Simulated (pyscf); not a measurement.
This saddle point was located with ωB97X-D3(BJ)/def2-SVP in PySCF.

```
Ge
H 1 1.5386
H 1 1.5386 2 110.77
H 1 1.8849 2 96.60 3 -99.55
H 4 1.0640 1 153.97 2 -123.85
Si 5 1.6653 4 78.96 1 -0.09
H 6 1.5002 5 83.88 4 -82.50
H 6 1.5002 7 160.67 5 -50.99
H 6 1.5203 7 99.36 5 143.67
P 1 2.3264 2 105.92 3 114.29
H 10 1.4244 1 94.76 2 74.42
H 10 1.4244 11 93.94 1 -95.03
```
Charge 0, spin multiplicity 1.

Surface: singlet, charge 0. Lowest wavenumbers (cm⁻¹): 1335i, 105, 133, 166, 270.

Name the species on either side of this saddle.

`[PH2][GeH3]` + `[SiH4]` <-> `[SiH3][GeH2][PH2]` + `[H][H]`, a four-centre exchange read from left to right: Ge–H, H–Si broken and Ge–Si, H–H formed. At ωB97M-D3(BJ)/def2-TZVP it lies +283.4 kJ/mol from the left side and +277.4 kJ/mol from the right (each side as separated species at their lowest minima found). The same reactants have a lower exit, to H₃Si–PH–GeH₃ + H₂ (barrier +260.2 kJ/mol at ωB97M-D3(BJ)/def2-TZVP, against +283.4 kJ/mol here). One saddle was located; it need not be the lowest between these sides. Elements up to Kr have no core potential and no relativistic terms here.
